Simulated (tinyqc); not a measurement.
Worked calculation (part 3 of 3): UHF in the sto-6g basis, for NH3, spin multiplicity 1. Computed by tinyqc, a small Python program that keeps every step (integrals from PySCF). Command: `OMP_NUM_THREADS=1 python tinyqc.py 23334 23335 out.jsonl` (the two numbers bound the seeds that draw the settings). One thread of a shared host (Intel(R) Xeon(R) Processor @ 2.60GHz), about 0.2 s of CPU time with the checks.

Geometry (angstrom):
```
atom          x          y         z
N      0.000000   0.000000  0.531000
H      0.889000   0.000000  0.000000
H     -0.444000   0.769000  0.000000
H     -0.444000  -0.769000  0.000000
```

## Iteration 10 (converged): orbitals

converged F(alpha) (hartree), lower triangle:
```
             1N 1s      1N 2s     1N 2px     1N 2py     1N 2pz      2H 1s      3H 1s      4H 1s
1N 1s   -15.527036
1N 2s    -3.744204  -1.858751
1N 2px    0.000009   0.000200  -0.296448
1N 2py    0.000000   0.000000   0.000000  -0.296692
1N 2pz    0.028576   0.147599  -0.000174   0.000000  -0.362708
2H 1s    -0.938735  -0.853661  -0.410822   0.000000   0.294389  -0.534058
3H 1s    -0.940616  -0.854792   0.205490  -0.355867   0.294800  -0.360606  -0.535067
4H 1s    -0.940616  -0.854791   0.205490   0.355867   0.294800  -0.360606  -0.361152  -0.535066
```

converged F(beta) (hartree), lower triangle:
```
             1N 1s      1N 2s     1N 2px     1N 2py     1N 2pz      2H 1s      3H 1s      4H 1s
1N 1s   -15.527036
1N 2s    -3.744204  -1.858751
1N 2px    0.000009   0.000200  -0.296448
1N 2py    0.000000   0.000000   0.000000  -0.296692
1N 2pz    0.028576   0.147599  -0.000174   0.000000  -0.362708
2H 1s    -0.938735  -0.853661  -0.410822   0.000000   0.294389  -0.534058
3H 1s    -0.940616  -0.854791   0.205490  -0.355867   0.294800  -0.360606  -0.535066
4H 1s    -0.940616  -0.854792   0.205490   0.355867   0.294800  -0.360606  -0.361152  -0.535067
```

X, lower triangle:
```
            1N 1s      1N 2s     1N 2px     1N 2py    1N 2pz      2H 1s      3H 1s     4H 1s
1N 1s    1.023454
1N 2s   -0.147632   1.375280
1N 2px   0.000010  -0.000244   1.121541
1N 2py   0.000000   0.000000   0.000000   1.121693
1N 2pz   0.013026  -0.160079   0.000133   0.000000  1.072240
2H 1s    0.019796  -0.303263  -0.276758   0.000000  0.137200   1.240314
3H 1s    0.019808  -0.303920   0.138525  -0.239984  0.137574  -0.062510   1.240987
4H 1s    0.019808  -0.303920   0.138525   0.239984  0.137574  -0.062510  -0.062618  1.240987
```

Diagonalise F' = X^T F X, C = X C', fill 5 alpha and 5 beta electrons from the bottom; D(s) = C_occ C_occ^T. Each column has its largest component positive (the first on a tie).

F' = X^T F X (alpha) (hartree), lower triangle:
```
            1          2          3          4          5          6          7         8
1  -15.273178
2   -1.909727  -0.779911
3   -0.000030  -0.000109  -0.010155
4    0.000000   0.000000   0.000000  -0.010148
5    0.045134  -0.128137   0.000045   0.000000  -0.209469
6   -0.162450  -0.444674  -0.492821   0.000000   0.242673   0.031836
7   -0.163059  -0.445436   0.246495  -0.427081   0.243167  -0.083338   0.032101
8   -0.163059  -0.445436   0.246494   0.427081   0.243167  -0.083338  -0.083499  0.032102
```

orbital energies (alpha) (hartree): MO1 -15.530032, MO2 -1.112779, MO3 -0.554521, MO4 -0.554367, MO5 -0.388906, MO6 0.634379, MO7 0.659430, MO8 0.659973

coefficients C (alpha):
```
              MO1        MO2        MO3        MO4        MO5        MO6        MO7        MO8
1N 1s    0.996183  -0.206643   0.000000  -0.000108  -0.105271  -0.156289   0.002982   0.000000
1N 2s    0.019308   0.736199   0.000000   0.000637   0.564803   1.163460  -0.022722  -0.000002
1N 2px  -0.000004  -0.000209  -0.000162   0.605952  -0.000420   0.018810   1.002644   0.000091
1N 2py   0.000000   0.000000   0.605987   0.000162   0.000000   0.000000  -0.000091   1.003075
1N 2pz  -0.004647  -0.166796   0.000000   0.000405   0.814369  -0.735478   0.014333   0.000001
2H 1s   -0.004148   0.153944  -0.000135   0.506851  -0.162728  -0.707859  -0.962193  -0.000087
3H 1s   -0.004156   0.154266   0.438942  -0.253171  -0.162416  -0.681023   0.500995  -0.845339
4H 1s   -0.004156   0.154266  -0.438806  -0.253405  -0.162415  -0.681024   0.500842   0.845430
```

F' = X^T F X (beta) (hartree), lower triangle:
```
            1          2          3          4          5          6          7         8
1  -15.273178
2   -1.909727  -0.779911
3   -0.000030  -0.000109  -0.010155
4    0.000000   0.000000   0.000000  -0.010148
5    0.045134  -0.128137   0.000045   0.000000  -0.209469
6   -0.162450  -0.444674  -0.492821   0.000000   0.242673   0.031836
7   -0.163059  -0.445436   0.246494  -0.427081   0.243167  -0.083338   0.032102
8   -0.163059  -0.445436   0.246495   0.427081   0.243167  -0.083338  -0.083499  0.032101
```

orbital energies (beta) (hartree): MO1 -15.530032, MO2 -1.112779, MO3 -0.554521, MO4 -0.554367, MO5 -0.388906, MO6 0.634379, MO7 0.659430, MO8 0.659973

coefficients C (beta):
```
              MO1        MO2        MO3        MO4        MO5        MO6        MO7        MO8
1N 1s    0.996183  -0.206643   0.000000  -0.000108  -0.105271  -0.156289   0.002982   0.000000
1N 2s    0.019308   0.736199   0.000000   0.000637   0.564803   1.163460  -0.022722   0.000002
1N 2px  -0.000004  -0.000209   0.000162   0.605952  -0.000420   0.018810   1.002644  -0.000091
1N 2py   0.000000   0.000000   0.605987  -0.000162   0.000000   0.000000   0.000091   1.003075
1N 2pz  -0.004647  -0.166796   0.000000   0.000405   0.814369  -0.735478   0.014333  -0.000001
2H 1s   -0.004148   0.153944   0.000135   0.506851  -0.162728  -0.707859  -0.962193   0.000087
3H 1s   -0.004156   0.154266   0.438806  -0.253405  -0.162415  -0.681024   0.500842  -0.845430
4H 1s   -0.004156   0.154266  -0.438942  -0.253171  -0.162416  -0.681023   0.500995   0.845339
```

D(alpha) after iteration 10, lower triangle:
```
            1N 1s      1N 2s     1N 2px     1N 2py     1N 2pz      2H 1s      3H 1s     4H 1s
1N 1s    1.046164
1N 2s   -0.192354   0.861364
1N 2px   0.000018  -0.000005   0.367178
1N 2py   0.000000   0.000000   0.000000   0.367220
1N 2pz  -0.055892   0.337073  -0.000062   0.000000   0.691039
2H 1s   -0.018868   0.021667   0.307164   0.000000  -0.157973   0.307094
3H 1s   -0.018893   0.021596  -0.153444   0.265952  -0.158080  -0.078184   0.306959
4H 1s   -0.018893   0.021596  -0.153444  -0.265952  -0.158080  -0.078184  -0.078262  0.306959
```

D(beta) after iteration 10, lower triangle:
```
            1N 1s      1N 2s     1N 2px     1N 2py     1N 2pz      2H 1s      3H 1s     4H 1s
1N 1s    1.046164
1N 2s   -0.192354   0.861364
1N 2px   0.000018  -0.000005   0.367178
1N 2py   0.000000   0.000000   0.000000   0.367220
1N 2pz  -0.055892   0.337073  -0.000062   0.000000   0.691039
2H 1s   -0.018868   0.021667   0.307164   0.000000  -0.157973   0.307094
3H 1s   -0.018893   0.021596  -0.153444   0.265952  -0.158080  -0.078184   0.306959
4H 1s   -0.018893   0.021596  -0.153444  -0.265952  -0.158080  -0.078184  -0.078262  0.306959
```

## Convergence

Stop when the energy changes by less than 1e-10 hartree and every element of the error matrix X^T (F D S - S D F) X (for each spin) is below 3e-06.

Course of the cycle:
```
iteration   E (hartree)     change  largest element of the error matrix
1          -53.28038089          -                             3.77e-01
2          -55.81176747  -2.53e+00                             1.60e-01
3          -55.97517701  -1.63e-01                             2.44e-02
4          -55.98216208  -6.99e-03                             7.74e-03
5          -55.98306401  -9.02e-04                             2.65e-03
6          -55.98314370  -7.97e-05                             9.23e-04
7          -55.98315617  -1.25e-05                             3.11e-04
8          -55.98315785  -1.67e-06                             6.36e-05
9          -55.98315792  -7.20e-08                             4.38e-06
10         -55.98315792  -9.06e-11                             6.87e-07
```

PySCF UHF in the same basis, after a stability check = -55.98315792 hartree

Converged in 10 iterations.

## Populations, bond orders and dipole

overlap S, lower triangle:
```
           1N 1s     1N 2s     1N 2px     1N 2py     1N 2pz     2H 1s     3H 1s     4H 1s
1N 1s   1.000000
1N 2s   0.229416  1.000000
1N 2px  0.000000  0.000000   1.000000
1N 2py  0.000000  0.000000   0.000000   1.000000
1N 2pz  0.000000  0.000000   0.000000   0.000000   1.000000
2H 1s   0.057091  0.481515   0.370226   0.000000  -0.221136  1.000000
3H 1s   0.057206  0.482056  -0.185195   0.320755  -0.221483  0.242817  1.000000
4H 1s   0.057206  0.482056  -0.185195  -0.320755  -0.221483  0.242817  0.243139  1.000000
```

Mulliken: Z minus the diagonal of D S on the atom; Loewdin: the same with S^(1/2) D S^(1/2); Mayer order: 2 sum_s sum (D(s) S)_ij (D(s) S)_ji over the two atoms.

Charges (e):
```
atom   Mulliken    Loewdin  Mulliken spin
1N    -0.437689  -0.287896              0
2H     0.145731   0.095894              0
3H     0.145979   0.096001       6.89e-07
4H     0.145979   0.096001      -6.89e-07
```

Mayer bond orders:
```
pair     order
2-1   0.968867
3-1   0.968798
3-2   0.004948
4-1   0.968798
4-2   0.004948
4-3   0.004945
```

dipole moment about the origin, x y z (debye): 0.000107  0.000000  -2.132776

<S^2> of the determinant (pure state: 0) = 0
